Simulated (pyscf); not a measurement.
Optimised with ωB97X-D3(BJ)/def2-SVP in PySCF.

Problem. Estimate the classical barrier height and the reaction energy of H₃Ge–GeH₃ (SMILES [GeH3][GeH3]) + H₂O (SMILES O) -> HO–GeH₂–GeH₃ (SMILES [OH][GeH2][GeH3]) + H₂ (SMILES [H][H]) at ωB97X-D3(BJ)/def2-TZVP. The step runs on the singlet surface, breaks Ge–H, H–O and forms Ge–O, H–H; take the separated reactants as zero.

Solution. ΔE‡ = 188.4 kJ/mol, ΔE = -2.1 kJ/mol. ωB97M-D3(BJ)/def2-TZVP gives 189.1 kJ/mol and +4.0 kJ/mol. Zero-point energy shifts the barrier by -3.9 kJ/mol. It is a four-centre exchange, with an imaginary mode of 1326i cm⁻¹. At the saddle there is also a short Ge–H contact that neither side keeps. One saddle was located; it need not be the lowest between these sides. Elements up to Kr have no core potential and no relativistic terms here.
